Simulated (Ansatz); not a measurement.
# Pulling the pair apart

The pair of HF (SMILES F, atoms 1–2) and CH4S (SMILES CS, atoms 3–8), both closed shells, in one local arrangement (a lower one may exist), relaxed at PBE0-D4/def2-TZVP:

F1  (0.307, 0.105, -2.532)
H2  (0.648, -0.206, -1.710)
C3  (-0.352, 0.460, 0.823)
S4  (0.964, -0.688, 0.354)
H5  (-1.152, 0.459, 0.085)
H6  (0.105, 1.449, 0.846)
H7  (-0.737, 0.225, 1.814)
H8  (0.218, -1.804, 0.321)
(Å)

CH4S is shifted rigidly along the line between the mean atom positions of the two fragments (negative: closer). Counterpoise interaction energies in kJ/mol. Computed with Ansatz 0.2.0 (basis: def2-TZVPPD); correlated methods freeze the cores. B3LYP uses VWN-RPA correlation.

```csv
shift (Å),HF,PBE-D4,B3LYP-D4
-0.21,-6.4,-32.3,-26.8
-0.11,-13.1,-35.3,-30.6
0.00,-17.1,-36.1,-32.1
0.11,-19.2,-35.5,-32.0
0.26,-20.0,-33.0,-30.3
0.54,-18.3,-26.7,-24.7
1.07,-12.2,-15.7,-14.5
2.14,-4.9,-5.2,-4.7
```

Question: What does CCSD(T) give at these shifts? (An estimate is asked for; the value comes from the calculation.)

Answer: By the calculation: -19.2, -23.8, -26.0, -26.5, -25.6, -21.4, -13.2, -4.8 kJ/mol. For zero shift, CCSD(T) at an estimated basis limit (MP2 extrapolated from triple and quadruple zeta, plus CCSD(T) − MP2 in triple zeta) gives -28.4 kJ/mol. These are counterpoise interaction energies, counted from the two frozen fragments.

T1 diagnostic: at most 0.011.

For scale, one of the runs: CCSD(T)/def2-TZVPPD, 213 basis functions, launched by `ansatz run in.yaml --threads 4 --pin off --events-out ev --progress --plain --max-ram 9574MiB`. Time: 32 s of wall clock on 4 CPU threads of an Arm Neoverse V2; the host was shared. Peak host memory: 3 GiB.
